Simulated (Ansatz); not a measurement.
Input for Ansatz (development build ahead of 0.2.0):

```yaml
crystal:
  periodic: [false, false, false]
  atoms:
    - { symbol: Li, position_ang: [0.0, 0.0, 0.0] }
    - { symbol: "N", position_ang: [0.0, 3.3296, 1.9223] }
    - { symbol: F, position_ang: [0.0, -3.0953, 1.7871] }
basis:
  gaussian: { orbitals: pcseg-2 }
total_charge: 1
magnetization:
  spin_polarized: true
  initial_magnetization: 2
hamiltonian:
  xc: { name: wB97X }
```

The input is written out in the form of the current development build from the run's settings.

The run gave:

```yaml
Converged: yes
Total_energy: -161.62395 hartree
Spin_squared_of_the_determinant: 3.009
Stability_test: minimum
```

Caution: charge can spread falsely over distant fragments; the unrestricted determinant is a mixture of spin states; other spin multiplicities may lie lower.
